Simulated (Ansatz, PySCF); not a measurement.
This Ansatz (a quantum-chemistry and plane-wave program) input computes a PBE0/def2-TZVPD energy:

Ansatz 0.2 input:
```yaml
crystal:
  periodic: [false, false, false]
  atoms:
    - {symbol: C, position_ang: [0.01324194, 0.81758858, -0.01276392]}
    - {symbol: C, position_ang: [1.51567282, 0.64569034, -0.01856739]}
    - {symbol: Cl, position_ang: [-0.83444090, -0.78203684, 0.01684244]}
    - {symbol: H, position_ang: [-0.33330320, 1.35547911, 0.86643399]}
    - {symbol: H, position_ang: [-0.34328722, 1.32799722, -0.90426753]}
    - {symbol: H, position_ang: [1.99427262, 1.62844639, -0.03651866]}
    - {symbol: H, position_ang: [1.85214717, 0.11523649, 0.87210240]}
    - {symbol: H, position_ang: [1.84217733, 0.08779363, -0.89608378]}
basis:
  gaussian:
    orbitals: def2-TZVPD
hamiltonian:
  xc: {name: PBE0}
output: {forces: true}
```

### Question
Write an input for the same energy in PySCF and say what it gives.

### Answer

```python
from pyscf import gto, scf, dft

mol = gto.M(
    atom='''
    C     0.01324194    0.81758858   -0.01276392
    C     1.51567282    0.64569034   -0.01856739
    Cl   -0.83444090   -0.78203684    0.01684244
    H    -0.33330320    1.35547911    0.86643399
    H    -0.34328722    1.32799722   -0.90426753
    H     1.99427262    1.62844639   -0.03651866
    H     1.85214717    0.11523649    0.87210240
    H     1.84217733    0.08779363   -0.89608378
    ''',
    basis='def2-tzvpd',
    charge=0,
    spin=0,
    verbose=4,
)

mf = dft.RKS(mol, xc='pbe0').density_fit(auxbasis='def2-universal-jkfit')
mf.grids.level = 3
mf.conv_tol = 1e-9
mf.max_cycle = 100
mf.max_memory = 1500
mf.kernel()
if not mf.converged:
    mf = mf.newton()
    mf.kernel(mf.make_rdm1())
mf.analyze()
```
It gives -539.21809 Eh, and Ansatz -539.21803 Eh, a difference of 0.06 mEh, from the treatment of integrals and grids.
